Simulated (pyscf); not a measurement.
Elementary routes open to `[NH2][SiH2][NH2]` + `[OH2]` in the gas phase (singlet surface):
A. `[NH2][SiH]([NH2])[OH]` + `[H][H]` (H–Si, H–O broken; O–Si, H–H formed)
B. `[NH3]` + `[NH2][SiH2][OH]` (N–Si, H–O broken; H–N, O–Si formed)

PySCF, gas phase, ωB97X-D3(BJ)/def2-SVP geometries.

Rank the routes by free-energy barrier at 298 K, lowest first, for ωB97M-D3(BJ)/def2-TZVP energies (ideal gas, 1 atm, RRHO with modes under 100 cm⁻¹ raised to 100, one conformer, R ln 2 for chiral ones without a mode under 150 cm⁻¹).

B (30.6 kcal/mol), A (34.8 kcal/mol)

Route B is the fastest of these, ahead of the next by 4.2 kcal/mol. The most stable products are those of A (ΔG = -25.0 kcal/mol), whose barrier is 4.2 kcal/mol higher: the kinetic and the thermodynamic product differ. At 1200 K B is still the fastest. A: On the reactant side the descent ends in a complex, 5.0 kcal/mol under the separated species and 30.4 kcal/mol under the saddle at ωB97X-D3(BJ)/def2-TZVP. B: On the reactant side the descent ends in a complex, 4.9 kcal/mol under the separated species and 24.3 kcal/mol under the saddle at ωB97X-D3(BJ)/def2-TZVP. On the product side the descent ends in a complex (not fully relaxed), 4.1 kcal/mol under the separated species and 34.7 kcal/mol under the saddle at ωB97X-D3(BJ)/def2-TZVP. Only these routes are compared; each barrier is that of the saddle found, and lower ones may exist.
